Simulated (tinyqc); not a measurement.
Worked calculation: CIS on RHF in the sto-3g basis, for H2O, spin multiplicity 1. One step of it, computed by the program tinyqc.

Problem. CIS triplet states. Diagonalise A (1 hartree = 27.211386 eV); each vector has its largest component positive (the first on a tie).

CIS matrix A, triplet (hartree):
```
           1>6        1>7        2>6        2>7        3>6        3>7        4>6        4>7
1>6  19.939667   0.000000   0.007772   0.000000   0.000000  -0.006999  -0.016835   0.000000
1>7   0.000000  19.990443   0.000000   0.008363  -0.006999   0.000000   0.000000  -0.003800
2>6   0.007772   0.000000   1.059951   0.000000   0.000000  -0.079416  -0.041722   0.000000
2>7   0.000000   0.008363   0.000000   1.128741  -0.079416   0.000000   0.000000   0.015107
3>6   0.000000  -0.006999   0.000000  -0.079416   0.423292   0.000000   0.000000  -0.064607
3>7  -0.006999   0.000000  -0.079416   0.000000   0.000000   0.466214  -0.064607   0.000000
4>6  -0.016835   0.000000  -0.041722   0.000000   0.000000  -0.064607   0.355767   0.000000
4>7   0.000000  -0.003800   0.000000   0.015107  -0.064607   0.000000   0.000000   0.409235
5>6   0.000000   0.000000   0.000000   0.000000   0.000000   0.000000   0.000000   0.000000
5>7   0.000000   0.000000   0.000000   0.000000   0.000000   0.000000   0.000000   0.000000

          5>6       5>7
1>6  0.000000  0.000000
1>7  0.000000  0.000000
2>6  0.000000  0.000000
2>7  0.000000  0.000000
3>6  0.000000  0.000000
3>7  0.000000  0.000000
4>6  0.000000  0.000000
4>7  0.000000  0.000000
5>6  0.265130  0.000000
5>7  0.000000  0.321901
```

Give: triplet excitation energies; lowest vectors.

Solution.

triplet excitation energies (eV): [7.215, 8.680, 8.759, 9.495, 12.901, 13.361, 29.168, 30.973, 542.587, 543.968]

lowest vectors, order 1>6, 1>7, 2>6, 2>7, 3>6, 3>7, 4>6, 4>7, 5>6, 5>7:
$$\begin{pmatrix}
0.000 & 0.001 & 0.000 & 0.000 & 0.000 & 0.000 \\
0.000 & 0.000 & 0.000 & 0.000 & 0.000 & 0.000 \\
0.000 & 0.098 & 0.000 & 0.000 & 0.000 & 0.091 \\
0.000 & 0.000 & 0.000 & 0.056 & 0.103 & 0.000 \\
0.000 & 0.000 & 0.000 & 0.688 & 0.717 & 0.000 \\
0.000 & 0.444 & 0.000 & 0.000 & 0.000 & 0.887 \\
0.000 & 0.891 & 0.000 & 0.000 & 0.000 & -0.452 \\
0.000 & 0.000 & 0.000 & 0.723 & -0.690 & 0.000 \\
1.000 & 0.000 & 0.000 & 0.000 & 0.000 & 0.000 \\
0.000 & 0.000 & 1.000 & 0.000 & 0.000 & 0.000
\end{pmatrix}$$
